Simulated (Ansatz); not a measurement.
in.yaml

```yaml
crystal:
  periodic: [false, false, false]
  atoms:
    - {symbol: Si, position_ang: [0.000000, 0.000000, 0.000000]}
    - {symbol: H, position_ang: [-0.011166, 1.090859, 1.083779]}
    - {symbol: H, position_ang: [-0.016843, -1.083830, 1.090736]}
    - {symbol: H, position_ang: [0.016843, 1.083830, -1.090736]}
    - {symbol: H, position_ang: [0.011166, -1.090859, -1.083779]}
basis:
  gaussian: {orbitals: 6-31G, point_charges: [{charge: -0.50, position_ang: [3.105, 0.098, -0.771]}]}
total_charge: 1
magnetization: {spin_polarized: false, initial_magnetization: 1}
correlation: {method: ccsd, electrons: valence}
scf: {omitted_lower_state_checks: [cluster_reference]}
```

```sh
$ ansatz run in.yaml --threads 1 --pin off --events-out ev --progress --plain --max-ram 2393MiB
```

Output:

```
these checks for a lower state are left out or cut short: cluster_reference
268 factors; integrals over basis functions are off by at most 2.0e-4 eV
mean field evaluation 1: about -7912.8909 eV, gradient 6.4e0 eV
mean field evaluation 2: about -7912.8911 eV, gradient 6.4e0 eV
mean field evaluation 4: about -7913.1000 eV, gradient 1.6e-1 eV
mean field evaluation 8: about -7913.1001 eV, gradient 4.1e-6 eV
mean field -7913.10009828 eV, -290.8010649201 hartree, gradient 4.1e-6 eV, S^2 0.750000; 0 other end points of the search recorded, 0 dependent functions left out
5 core orbitals not correlated: weight in the atoms' cores, before any rotation towards them, 1.000 or more for the frozen orbitals, at most 0.000 for the correlated occupied ones
reference -7913.10009828 eV, -290.8010649201 hartree; 4, 3 occupied and 12, 13 virtual orbitals, 268 factors
second order -1.55163764 eV of doubles, -0.16849375 eV of singles
cycle   1  -2.20197448 eV  change   -4.7e-1 eV  update   6.2e-2
cycle   2  -2.43904987 eV  change   -2.4e-1 eV  update   2.4e-2
cycle   3  -2.44422489 eV  change   -5.2e-3 eV  update   4.0e-3
cycle   4  -2.44703696 eV  change   -2.8e-3 eV  update   1.1e-3
cycle   5  -2.44653570 eV  change    5.0e-4 eV  update   3.3e-4
cycle   6  -2.44657776 eV  change   -4.2e-5 eV  update   1.1e-4
cycle   7  -2.44666530 eV  change   -8.8e-5 eV  update   4.6e-5
cycle   8  -2.44662767 eV  change    3.8e-5 eV  update   2.0e-5
cycle   9  -2.44663062 eV  change   -3.0e-6 eV  update   8.9e-6
cycle  10  -2.44663282 eV  change   -2.2e-6 eV  update   3.6e-6
Total energy: -7915.54673110 eV, -290.8909770178 hartree
Checks for a lower state left out: cluster_reference
```

Ran on 1 thread of AMD EPYC 9R45, shared host: 0.12 s wall, 0.08 GiB peak host memory.
